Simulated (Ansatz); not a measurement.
We consider rock-salt TiC, described by r²SCAN-D4 (plane waves, PAW; Ansatz, an electronic-structure program).

Numerical settings: plane-wave cutoff 560 eV, 22×22×22 k mesh, Fermi–Dirac smearing 0.05 eV, no spin polarisation, scalar-relativistic PAW data made under PBE.

Pressure at four volumes; x = ln(V/10.064 Å³). One pressure is withheld.

```json
[
 {"V (Å³/atom)": "9.460", "x": "-0.0619", "P (GPa)": "18.59"},
 {"V (Å³/atom)": "10.064", "x": "0.0000", "P (GPa)": "0.02"},
 {"V (Å³/atom)": "10.466", "x": "0.0392", "P (GPa)": "-9.61"},
 {"V (Å³/atom)": "10.668", "x": "0.0583", "P (GPa)": "?"}
]
```

### Question
Pass a parabola P(x) through the three rows shown, estimate the bulk modulus and its pressure derivative near zero pressure, and predict the withheld pressure.

### Answer
Slopes between the rows: (0.02 − (18.59))/(0.0000 − (-0.0619)) = -300.00 and (-9.61 − (0.02))/(0.0392 − (0.0000)) = -245.66 GPa. Their difference over the span 0.1011 is c = 54.34/0.1011 = 537.5 GPa, so P(x) = 18.59 + (-300.00)(x − (-0.0619)) + 537.5 (x − (-0.0619))(x − (0.0000)). At the middle row B = −dP/dx = −[-300.00 + 537.5 × 0.0619] = 266.7 GPa, and B′ = dB/dP = 2c/B = 4.0. At x = 0.0583 the parabola gives -13.70 GPa; the run gives -13.76 GPa. The Birch–Murnaghan fit to the energies at all volumes has B0 = 265 GPa and B′ = 4.0.

Measured, for comparison: bulk modulus 240 GPa (temperature not stated, not corrected to a static lattice, our sources range from 235 to 268; as tabulated in Krasnenko and Brik (2013), arXiv:1306.3139). Computed (rounded) less measured: bulk modulus not scored (sources differ).
